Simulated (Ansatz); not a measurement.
# One shape, several levels: BH2Cl (SMILES BCl)

We compute a comparison of 6 runs (UHF/STO-3G, B3LYP/STO-3G, CAM-B3LYP/STO-3G, wB97M-V/STO-3G, MP2/STO-3G, BCCD(T)/STO-3G) of BH2Cl. 

The calculation is run with Ansatz 0.2.0.

56 further runs of the same task are left out: 2 that didn't finish, 54 set aside as unsound or not needed.

### Step 1. Starting point

BH2Cl: 4 atoms, total charge 0, spin state singlet. As SMILES, `BCl`. The Cl2–B1 distance was set to 2.600 Å, away from the relaxed value.

Bond lengths: B1–H3 1.190 Å, B1–H4 1.190 Å. Angles: H3–B1–H4 123.7°. A long bond or contact: B1–Cl2 2.600 Å.

### Step 2. The energy at UHF/STO-3G (run 1)

job.yaml reads:

```yaml
crystal:
  periodic: [false, false, false]
  atoms:
    - symbol: B
      position_ang: [-0.857556, 0.230202, -0.473553]
    - symbol: Cl
      position_ang: [1.365000, -0.395300, 0.721200]
    - symbol: H
      position_ang: [-1.847056, -0.350998, -0.157853]
    - symbol: H
      position_ang: [-0.827456, 1.081302, -1.304853]
basis:
  gaussian:
    orbitals: STO-3G
magnetization:
  spin_polarized: true
  initial_magnetization: 0
hamiltonian:
  xc: hf
accuracy: high
```

On the command line:

```bash
$ ansatz run job.yaml --threads 1 --pin off --max-ram 2610MiB --events-out events.jsonl --progress --plain --runs-dir runs
```

The program printed:

```text
Warning: RAYON_NUM_THREADS=1 ignored (pool sized by the plan → 1); use --threads N
Functional definition: HF
  name "HF"
  exchange = exact_x
  correlation = 0
253 factors; integrals over basis functions are off by at most 1.9e-8 eV
mean field evaluation 1: about -13057.7281 eV, gradient 1.2e1 eV
mean field evaluation 2: about -13057.7320 eV, gradient 1.2e1 eV
mean field evaluation 4: about -13060.8638 eV, gradient 1.2e0 eV
mean field evaluation 8: about -13060.8843 eV, gradient 6.6e-5 eV
mean field evaluation 16: about -13060.8629 eV, gradient 3.5e0 eV
mean field evaluation 32: about -13048.5386 eV, gradient 1.7e1 eV
mean field evaluation 64: about -13058.6470 eV, gradient 4.2e-1 eV
mean field evaluation 96: about -13060.8843 eV, gradient 4.4e-6 eV
mean field -13061.18378774 eV, -479.9896510112 hartree, gradient 2.1e-8 eV, S^2 0.482045; 4 other end points of the search recorded, 0 dependent functions left out
reference -13061.18378774 eV, -479.9896510112 hartree; 12, 12 occupied and 4, 4 virtual orbitals, 253 factors
Total energy: -13061.18378774 eV, -479.9896510112 hartree
```

Wall time 0.16 s (1 thread of Arm Neoverse V1, shared host).

### Step 3. A single-point energy at B3LYP/STO-3G (run 2)

molecule.yaml reads:

```yaml
crystal:
  periodic: [false, false, false]
  atoms:
    - symbol: B
      position_ang: [-0.857556, 0.230202, -0.473553]
    - symbol: Cl
      position_ang: [1.365000, -0.395300, 0.721200]
    - symbol: H
      position_ang: [-1.847056, -0.350998, -0.157853]
    - symbol: H
      position_ang: [-0.827456, 1.081302, -1.304853]
basis:
  gaussian:
    orbitals: STO-3G
hamiltonian:
  xc: {name: B3LYP}
accuracy: high
```

On the command line:

```bash
$ ansatz run molecule.yaml --threads 1 --pin off --max-ram 2610MiB --events-out events.jsonl --progress --plain --runs-dir runs
```

The program printed:

```text
Warning: RAYON_NUM_THREADS=1 ignored (pool sized by the plan → 1); use --threads N
Functional definition: B3LYP
  name "B3LYP"
  parameter a0 = 0.2
  parameter ax = 0.72
  parameter ac = 0.81
  exchange = (1 - a0 - ax)*slater_x + ax*b88_x + a0*exact_x
  correlation = (1 - ac)*vwn_rpa_c + ac*lyp_c
253 factors; integrals over basis functions are off by at most 1.9e-8 eV
mean field evaluation 1: about -13080.1874 eV, gradient 1.9e1 eV
mean field evaluation 2: about -13001.1228 eV, gradient 9.1e1 eV
mean field evaluation 4: about -13083.4114 eV, gradient 5.1e0 eV
mean field evaluation 8: about -13083.5775 eV, gradient 1.0e-1 eV
mean field evaluation 16: about -13083.5277 eV, gradient 5.9e-6 eV
mean field -13083.52766145 eV, -480.8107732248 hartree, gradient 3.0e-8 eV, S^2 0.000000; 0 other end points of the search recorded, 0 dependent functions left out
reference -13083.52768716 eV, -480.8107741695 hartree; 12, 12 occupied and 4, 4 virtual orbitals, 253 factors
Total energy: -13083.52768716 eV, -480.8107741695 hartree
```

It took 0.77 s on 1 thread of Arm Neoverse V1, shared host.

Runs 3 to 5 aren't shown in full; the table further down has their settings and results.

### Step 4. The energy at BCCD(T)/STO-3G (run 6)

job.yaml reads:

```yaml
crystal:
  periodic: [false, false, false]
  atoms:
    - {symbol: B, position_ang: [-0.857556, 0.230202, -0.473553]}
    - {symbol: Cl, position_ang: [1.365000, -0.395300, 0.721200]}
    - {symbol: H, position_ang: [-1.847056, -0.350998, -0.157853]}
    - {symbol: H, position_ang: [-0.827456, 1.081302, -1.304853]}
basis:
  gaussian: {orbitals: STO-3G}
total_charge: 0
magnetization: {spin_polarized: false, initial_magnetization: 0}
correlation: {method: bccd_t, frozen_orbitals: {B: 1, Cl: 5, H: 0}}
accuracy: high
scf: {omitted_lower_state_checks: [cluster_reference, increment]}
```

On the command line:

```bash
$ ansatz run job.yaml --threads 1 --pin off --max-ram 2610MiB --events-out events.jsonl --progress --plain --runs-dir runs
```

The program printed:

```text
Warning: RAYON_NUM_THREADS=1 ignored (pool sized by the plan → 1); use --threads N
[... 4 set-up lines as earlier in the session ...]
these checks for a lower state are left out or cut short: cluster_reference, increment
253 factors; integrals over basis functions are off by at most 1.9e-8 eV
mean field evaluation 1: about -13057.7281 eV, gradient 1.7e1 eV
mean field evaluation 2: about -13057.7320 eV, gradient 1.7e1 eV
mean field evaluation 4: about -13060.8638 eV, gradient 1.8e0 eV
mean field evaluation 8: about -13060.8842 eV, gradient 7.0e-2 eV
mean field -13060.88426960 eV, -479.9786439226 hartree, gradient 1.1e-8 eV, S^2 0.000000; 0 other end points of the search recorded, 0 dependent functions left out; unrestricted orbitals would lower it
6 core orbitals not correlated: weight in the atoms' cores, before any rotation towards them, 1.000 or more for the frozen orbitals, at most 0.000 for the correlated occupied ones
reference -13060.88426960 eV, -479.9786439226 hartree; 6, 6 occupied and 4, 4 virtual orbitals, 253 factors
second order -1.47272234 eV of doubles, -0.00000000 eV of singles
cycle   1  -1.84101995 eV  change   -3.7e-1 eV  update   1.0e-1
cycle   2  -2.09578885 eV  change   -2.5e-1 eV  update   4.3e-2
cycle   3  -2.20734456 eV  change   -1.1e-1 eV  update   2.8e-2
cycle   4  -2.20559881 eV  change    1.7e-3 eV  update   6.6e-3
cycle   5  -2.20518942 eV  change    4.1e-4 eV  update   3.2e-3
cycle   6  -2.20971292 eV  change   -4.5e-3 eV  update   1.9e-3
cycle   7  -2.20969141 eV  change    2.2e-5 eV  update   8.0e-4
cycle   8  -2.20969910 eV  change   -7.7e-6 eV  update   2.8e-4
cycle   9  -2.20994721 eV  change   -2.5e-4 eV  update   6.9e-5
cycle  10  -2.20995631 eV  change   -9.1e-6 eV  update   1.8e-5
cycle  11  -2.20993455 eV  change    2.2e-5 eV  update   7.9e-6
cycle  12  -2.20993369 eV  change    8.6e-7 eV  update   2.9e-6
cycle  13  -2.20993280 eV  change    8.9e-7 eV  update   6.5e-7
cycle  14  -2.20993324 eV  change   -4.4e-7 eV  update   1.9e-7
cycle  15  -2.20993320 eV  change    3.8e-8 eV  update   5.2e-8
cycle  16  -2.20993329 eV  change   -8.6e-8 eV  update   2.9e-8
cycle  17  -2.20993211 eV  change    1.2e-6 eV  update   2.3e-7
cycle  18  -2.20993170 eV  change    4.1e-7 eV  update   1.2e-7
cycle  19  -2.20993149 eV  change    2.0e-7 eV  update   5.3e-8
cycle  20  -2.20993143 eV  change    6.1e-8 eV  update   1.3e-8
cycle  21  -2.20993140 eV  change    3.2e-8 eV  update   5.1e-9
cycle  22  -2.20993140 eV  change    1.1e-9 eV  update   1.3e-9
perturbative correction -0.05640910 eV, -0.0020729964 hartree
Total energy: -13063.15061011 eV, -480.0619304000 hartree
Checks for a lower state left out: cluster_reference, increment
```

It took 0.14 s on 1 thread of Arm Neoverse V1, shared host.

### Step 5. Overview of the runs

| run | level | frozen core orbitals | energy (Eh) | wall time |
| --- | --- | --- | --- | --- |
| 1 | UHF/STO-3G | – | -479.989651 | 0.16 s |
| 2 | B3LYP/STO-3G | – | -480.810774 | 0.77 s |
| 3 | CAM-B3LYP/STO-3G | – | -480.764096 | 0.85 s |
| 4 | wB97M-V/STO-3G | – | -480.833790 | 11 s |
| 5 | MP2/STO-3G | 6 | -480.032765 | 0.08 s |
| 6 | BCCD(T)/STO-3G | 6 | -480.061930 | 0.14 s |

### Step 6. Summary of results

```
                                          quantity          value
                               run 6: total energy  -480.06193 Eh
run 6: correlation energy (6 core orbitals frozen)      -83.3 mEh
                             run 6: (T) correction      -2.07 mEh
```

Below the UHF energy at the same shape and in the same basis (STO-3G): MP2 -43.1 mEh; BCCD(T) -72.3 mEh. Some of these start from another determinant than that one, so these aren't their correlation energies. Totals of different functionals can't be ranked against each other. In runs 5, 6 the log says that unrestricted orbitals would lower the reference, so the values rest on an unstable closed-shell determinant (other closed-shell runs at this shape may share the fault). In runs 1, 2, 3, 4, 5, 6 the basis is minimal, so the values are rough. Spin contamination of the reference: run 1 ⟨S²⟩ = 0.48. All runs together took 13 s, the longest 11 s.
